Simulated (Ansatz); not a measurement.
```yaml
crystal:
  periodic: [false, false, false]
  atoms:
    - {symbol: F, position_ang: [-2.086549, -0.130225, 0.202391]}
    - {symbol: Si, position_ang: [-0.623211, -0.187767, -0.448290]}
    - {symbol: Xx, position_ang: [0.891218, -0.211684, 1.207817]}
    - {symbol: H, position_ang: [-0.503981, -1.452887, -1.214880]}
    - {symbol: H, position_ang: [-0.508859, 0.976286, -1.360777]}
    - {symbol: H, position_ang: [0.943424, 1.204239, 1.310722]}
    - {symbol: H, position_ang: [1.949258, -0.265960, 0.257417]}
basis:
  gaussian: {orbitals: aug-cc-pVDZ}
total_charge: 1
magnetization: {spin_polarized: true, initial_magnetization: 1}
hamiltonian: {xc: {name: wB97}}
accuracy: high
output: {forces: true}
```

```sh
$ ansatz run in.yaml --threads 2 --pin off --events-out ev --progress --plain --max-ram 4352MiB
```

How does Ansatz answer? (Estimate.)

Computed: The program refused the input.
```
Error: YAML parse error: error: line 6 column 16: `Xx` is not an element symbol (H … Og, case-exact)
 --> <input>:6:16
4 |     - {symbol: F, position_ang: [-2.086549, -0.130225, 0.202391]}
5 |     - {symbol: Si, position_ang: [-0.623211, -0.187767, -0.448290]}
6 |     - {symbol: Xx, position_ang: [0.891218, -0.211684, 1.207817]}
7 |     - {symbol: H, position_ang: [-0.503981, -1.452887, -1.214880]}
8 |     - {symbol: H, position_ang: [-0.508859, 0.976286, -1.360777]}
```
